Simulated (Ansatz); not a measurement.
# F₂ (SMILES FF): one structure at several levels

How do the functionals fare away from a minimum? The structure is a structure displaced at random from a GFN2-xTB minimum.

Program: Ansatz 0.2.0, Gaussian basis. Level of theory: single points in def2-TZVPP. These are calculated values, not measurements.

Correlated methods freeze the cores.

### Step 1. Starting geometry

2 atoms, charge 0, spin multiplicity 1.

Atoms are counted from 1 here; the program's logs count them from 0.

No contacts short enough for the rule that draws bonds.

Geometry (Å):

```xyz
2

F    -0.59020    0.29970   -0.38790
F     0.59810   -0.22270    0.33860
```

### Step 2. CCSD(T)/def2-TZVPP

run/in.yaml

```yaml
crystal:
  periodic: [false, false, false]
  atoms:
    - {symbol: F, position_ang: [-0.590200, 0.299700, -0.387900]}
    - {symbol: F, position_ang: [0.598100, -0.222700, 0.338600]}
basis:
  gaussian: {orbitals: def2-TZVPP}
correlation: {method: ccsd_t}
output: {forces: true}
```

No record of the launch command was kept for these runs.

### Step 3. PBE0-D4/def2-TZVPP

Changes to run/in.yaml since step 2:

```diff
@@ -7,3 +7,3 @@
   gaussian: {orbitals: def2-TZVPP}
-correlation: {method: ccsd_t}
-output: {forces: true}
+hamiltonian: {xc: pbe0, dispersion: d4}
+output: {forces: true, orbitals: {seedname: orbitals}}
```

### Step 4. wB97M-V/def2-TZVPP

Changes to run/in.yaml since step 3:

```diff
@@ -7,3 +7,3 @@
   gaussian: {orbitals: def2-TZVPP}
-hamiltonian: {xc: pbe0, dispersion: d4}
-output: {forces: true, orbitals: {seedname: orbitals}}
+hamiltonian: {xc: {name: wB97M-V}}
+output: {forces: true}
```

### Step 5. r2SCAN-D4/def2-TZVPP

Changes to run/in.yaml since step 4:

```diff
@@ -7,3 +7,3 @@
   gaussian: {orbitals: def2-TZVPP}
-hamiltonian: {xc: {name: wB97M-V}}
+hamiltonian: {xc: r2scan, dispersion: d4}
 output: {forces: true}
```

### Step 6. PBE-D4/def2-TZVPP

Changes to run/in.yaml since step 5:

```diff
@@ -7,3 +7,3 @@
   gaussian: {orbitals: def2-TZVPP}
-hamiltonian: {xc: r2scan, dispersion: d4}
+hamiltonian: {xc: pbe, dispersion: d4}
 output: {forces: true}
```

### Step 7. revPBE-D4/def2-TZVPP

Changes to run/in.yaml since step 6:

```diff
@@ -7,3 +7,3 @@
   gaussian: {orbitals: def2-TZVPP}
-hamiltonian: {xc: pbe, dispersion: d4}
+hamiltonian: {xc: {name: revPBE}, dispersion: d4}
 output: {forces: true}
```

### Step 8. HSE06-D4/def2-TZVPP

Changes to run/in.yaml since step 7:

```diff
@@ -7,3 +7,3 @@
   gaussian: {orbitals: def2-TZVPP}
-hamiltonian: {xc: {name: revPBE}, dispersion: d4}
+hamiltonian: {xc: hse06, dispersion: d4}
 output: {forces: true}
```

(Steps that only read results are left out.)

What does the calculation give? Wanted: energy less free atoms, CCSD(T)/def2-TZVPP; RMS force component; RMS force error; HOMO and LUMO, PBE0-D4; T1 diagnostic.

**Answer**, as computed:

| quantity | value |
| --- | --- |
| energy less free atoms, CCSD(T)/def2-TZVPP | -1.444 eV |
| RMS force component | 0.916 to 1.956 eV/Å over the methods |
| RMS force error | PBE0-D4 1.038, wB97M-V 0.988, r2SCAN-D4 0.593, PBE-D4 0.276, revPBE-D4 0.145, HSE06-D4 1.040 eV/Å |
| HOMO and LUMO, PBE0-D4 | -12.07 and -5.17 eV |
| T1 diagnostic | 0.013 |

In words: Against CCSD(T) the functionals' energies less atoms differ by -0.784 to +0.123 eV, PBE-D4 by -0.784 eV. The reference is not at the basis limit: in triple zeta CCSD(T) underbinds, which counts against methods that bind more; the gaps are no ranking. On forces the order runs from revPBE-D4 to HSE06-D4. Frozen-core CCSD(T) forces in triple zeta carry basis errors of their own, and this is one geometry, so small gaps rank nothing. The restricted Hartree–Fock reference is unstable towards an unrestricted one at one or more of these structures.
